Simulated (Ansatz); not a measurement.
Basis-set extrapolation for H$_{3}$NOSi (`N[Si]O`) (PBE0-D4/def2-TZVP geometry, frozen core, the Gaussian-basis code of Ansatz). Multiplicity 1, RHF reference.

|  | def2-TZVPP | def2-QZVPP |
| --- | --- | --- |
| HF | -420.114418 | -420.130185 |
| MP2 correlation | -0.558824 | -0.602519 |
| CCSD(T) correlation | -0.600760 | -0.640981 |

Energies in hartree. Use E(X) = E(∞) + A·exp(−7.88·√X) for Hartree–Fock and E(X) = E(∞) + B·X^(−2.97) for correlation, with X = 3 and 4.

Problem. What is the CCSD(T) energy at the basis-set limit?

Solution. HF limit: -420.130185 + (-0.015767) × 0.13774 = -420.13236. Correlation limit: -0.640981 + (-0.040221) × 0.74074 = -0.67077. Total: -420.80313 hartree, 2.39 eV below CCSD(T)/def2-TZVPP.
